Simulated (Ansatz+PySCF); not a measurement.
The numbers below are computed, except where a source is named.
## Ansatz (development build ahead of 0.2.0) run

```yaml
crystal:
  periodic: [false, false, false]
  atoms:
    - { symbol: C, position_ang: [0.0, 0.0, -2.22602] }
    - { symbol: C, position_ang: [0.0, 0.0, -0.65464] }
    - { symbol: C, position_ang: [0.0, 0.0, 0.65464] }
    - { symbol: C, position_ang: [0.0, 0.0, 2.22602] }
    - { symbol: H, position_ang: [0.0, -1.10853, -2.65811] }
    - { symbol: H, position_ang: [-0.96001, 0.55426, -2.65811] }
    - { symbol: H, position_ang: [0.96001, 0.55426, -2.65811] }
    - { symbol: H, position_ang: [0.0, -1.10853, 2.65811] }
    - { symbol: H, position_ang: [0.96001, 0.55426, 2.65811] }
    - { symbol: H, position_ang: [-0.96001, 0.55426, 2.65811] }
basis:
  gaussian: { orbitals: def2-SVP }
hamiltonian:
  xc: hf
```

The input is written out in the form of the current development build from the run's settings.

Output:

* Converged: yes
* Total energy: -154.72642 hartree
* Spin squared of the determinant: 0.000
* Stability test: minimum among restricted orbitals
* Occupied orbitals by symmetry in an Abelian subgroup (alpha; beta): 7 A1 1 A2 2 B1 5 B2; 7 A1 1 A2 2 B1 5 B2
